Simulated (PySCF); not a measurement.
Species: CH₅Al.
Bonds: C1–Al2. Hydrogens: H3, H4, H5 on C1; H6, H7 on Al2.

Method used: core-valence-separated Tamm–Dancoff BHandHLYP/aug-pcX-1 (pcseg-1 on H, def2-SVPD on Al) in PySCF, non-relativistic, gas phase, PBE0-D3(BJ)/def2-SVP geometry. BHandHLYP without relativity tends to put these K edges a few eV too low, so spacings mean more than positions.

(1) Give energies, oscillator strengths and core holes at the C K edge.

Results:

(1) 
```csv
E (eV),f,core hole on,main final orbital
283.49,0.0024,C1,LUMO (97 %)
284.50,0.0005,C1,LUMO+1 (79 %)
285.53,0.0299,C1,LUMO+4 (45 %)
285.64,0.0305,C1,LUMO+5 (44 %)
285.77,0.0317,C1,LUMO+3 (43 %)
286.46,0.0018,C1,LUMO+3 (33 %)
286.51,0.0007,C1,LUMO+2 (45 %)
```

The first line with a tenth or more of the strongest one's intensity is at 285.53 eV (f = 0.030), with the hole on C1 (methyl carbon). The strongest listed is at 285.77 eV (f = 0.032; C1).

Roots within 0.03 eV whose holes lie on the same, on equivalent or on shared atoms are summed into one line, and the highest roots are left out, as the search may have cut off their partners. Final orbitals are the ground state's empty Kohn–Sham orbitals.

Task: What are the wavelength and the wavenumber of the 285.53 eV line?

Result: λ = 12398.42 eV Å/285.53 eV = 43.422 Å; 2.3030 × 10⁶ cm⁻¹.

The list ends where the root search ended, not at a threshold.
